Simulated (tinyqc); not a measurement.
Extended Hueckel theory, for BH, step by step. One step of it, computed by the program tinyqc.

Question. Mulliken analysis. P = C n C^T; charge = valence electrons (B 3, H 1) minus the sum of (P S)_ii on the atom; overlap population = 2 sum P_ij S_ij between two atoms.

coefficients, order 1B 2s, 1B 2px, 1B 2py, 1B 2pz, 2H 1s:
$$\begin{pmatrix}
0.592405 & -0.580446 & 0.000000 & 0.000000 & -1.002785 \\
0.000000 & 0.000000 & 0.926601 & -0.376046 & 0.000000 \\
0.000000 & 0.000000 & 0.376046 & 0.926601 & 0.000000 \\
0.081691 & 0.735239 & 0.000000 & 0.000000 & -1.100968 \\
0.518366 & 0.263673 & 0.000000 & 0.000000 & 1.454165
\end{pmatrix}$$

occupations: [2.000000, 2.000000, 0.000000, 0.000000, 0.000000]

overlap S, order 1B 2s, 1B 2px, 1B 2py, 1B 2pz, 2H 1s:
$$\begin{pmatrix}
1.000000 & 0.000000 & 0.000000 & 0.000000 & 0.531706 \\
0.000000 & 1.000000 & 0.000000 & 0.000000 & 0.000000 \\
0.000000 & 0.000000 & 1.000000 & 0.000000 & 0.000000 \\
0.000000 & 0.000000 & 0.000000 & 1.000000 & 0.556412 \\
0.531706 & 0.000000 & 0.000000 & 0.556412 & 1.000000
\end{pmatrix}$$

Give: charges; Overlap populations.

Answer.

charges: 1B 0.1031, 2H -0.1031

Overlap populations:
```
pair     value
2-1   0.853323
```
